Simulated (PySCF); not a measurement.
PySCF job for H4N2, SMILES NN (connectivity only; charge and spin as stated), charge +1, multiplicity 2, SMD-PBE0/def2-SVP. Geometry optimised at ωB97X-D3(BJ)/def2-TZVP. The multiplicity is an assumed one; other spin states were not compared.

```python
import numpy as np
from pyscf import gto, scf, dft
from pyscf.solvent import smd

mol = gto.M(
    atom='''
    N     0.00000000   -0.00000000   -0.65249130
    N    -0.00000000    0.00000000    0.65249130
    H    -0.00000000   -0.88201311   -1.15056960
    H    -0.00000000    0.88201311   -1.15056960
    H     0.00000000    0.88201311    1.15056960
    H     0.00000000   -0.88201311    1.15056960
    ''',
    basis='def2-SVP',
    charge=1,
    spin=1,
    max_memory=1600,
    verbose=3,
)
mf = dft.UKS(mol, xc='pbe0').density_fit(auxbasis='def2-universal-jkfit')
mf.grids.level = 3
mf.conv_tol = 1e-9
mf.max_cycle = 100
mf.kernel()
fine, coarse = mf.grids, dft.Grids(mol).set(level=1).build(with_non0tab=True)
for _ in range(3):  # follow internal instabilities
    mf.grids = coarse
    mo, _, stable, _ = mf.stability(return_status=True, nroots=4)
    mf.grids = fine
    if stable:
        break
    mf.kernel(mf.make_rdm1(mo, mf.mo_occ))
res = {}
for name in ['water', 'diethylether', 'tetrahydrofuran']:
    s = mf.SMD()
    s.with_solvent.solvent, s.with_solvent.sasa_ng = name, 302
    s.kernel(mf.make_rdm1())
    res[name] = (s.e_tot, s.with_solvent.get_cds(), s.dip_moment(), s.mo_energy, s.converged)
    print(f'SMD {name}: dG(solv) = {(s.e_tot - mf.e_tot) * 627.509474:.3f} kcal/mol, of which CDS {res[name][1] * 627.509474:.3f}')
```

Output:

```

WARN: HOMO -0.161938208209172 >= LUMO -0.161938208209173

converged SCF energy = -111.375875505432  <S^2> = 0.75376921  2S+1 = 2.0037657
<class 'pyscf.df.df_jk.DFUKS'> wavefunction is stable in the internal stability analysis
converged SCF energy = -111.495066186758  <S^2> = 0.75374015  2S+1 = 2.0037367

WARN: System has nonzero charge 1; the dipole moment is origin-dependent.
Location of origin: [0. 0. 0.]

Dipole moment(X, Y, Z, Debye): -0.00000, -0.00000,  0.00000
SMD water: dG(solv) = -74.793 kcal/mol, of which CDS 2.857
converged SCF energy = -111.468501673781  <S^2> = 0.75375105  2S+1 = 2.0037475

WARN: System has nonzero charge 1; the dipole moment is origin-dependent.
Location of origin: [0. 0. 0.]

Dipole moment(X, Y, Z, Debye):  0.00000,  0.00000, -0.00000
SMD diethylether: dG(solv) = -58.124 kcal/mol, of which CDS 1.751
converged SCF energy = -111.480536671669  <S^2> = 0.75374676  2S+1 = 2.0037433

WARN: System has nonzero charge 1; the dipole moment is origin-dependent.
Location of origin: [0. 0. 0.]

Dipole moment(X, Y, Z, Debye):  0.00000, -0.00000, -0.00000
SMD tetrahydrofuran: dG(solv) = -65.676 kcal/mol, of which CDS 2.240
```

The run converged.

Cost: very roughly 15 core-seconds.
